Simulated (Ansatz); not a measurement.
For rock-salt PbS, r²SCAN0 in Ansatz (PAW) gives:

```
Item                                   Value
------------------------------  ------------
equilibrium lattice constant a       5.959 Å
bulk modulus                        60.2 GPa
cohesive energy                 3.35 eV/atom
band gap at the measured cell        1.55 eV
```

Q: What does Hartree–Fock (PAW; Ansatz, a first-principles code) give for the same quantities?

A: 
- lattice constant a: 6.184 Å (goes up by 3.8 %)
- bulk modulus: 50.0 GPa (decreases by 17 %)
- cohesive energy: 1.72 eV/atom (falls by 1.63 eV/atom)
- band gap at the measured cell: 5.23 eV (increases by 3.68 eV)

For comparison: lattice constant a 5.914 Å (measured, 120 K, no zero-point or thermal correction; as tabulated in Noda, Masumoto, Ohba, Saito, Toriumi, Iwata, Shibuya, Acta Cryst. C 43, 1443 …); bulk modulus 60 GPa (measured, 300 K, not corrected to a static lattice, K' fixed at 4.2, our sources range from 52.9 to 62.8; as tabulated in PbS at high pressure, J. Appl. Phys. 113 (4), abstract); band gap 0.37 eV (measured, temperature not stated, not corrected to a static lattice; as tabulated in Wikipedia's data pages).

Changes are worked out from the printed values.

Unless a cell is named, each level is at its own relaxed cell (r²SCAN0 26.45, Hartree–Fock 29.56 Å³/atom).

Levels without +SOC leave out spin–orbit coupling, which shifts energies and cells of such heavy elements.

Spin–orbit coupling is included only where a level's name says +SOC; with heavier elements it mostly lowers gaps and can invert bands. Density-functional gaps are differences of (generalised) Kohn–Sham levels.

Caveats: the cell is over a tenth larger than the published one: the level's own overestimate first of all, though another phase or state, or a fault of the published cell, is possible (Hartree–Fock). Ansatz's density-functional and Hartree–Fock values are scalar-relativistic unless marked +SOC, with PAW data made under PBE.
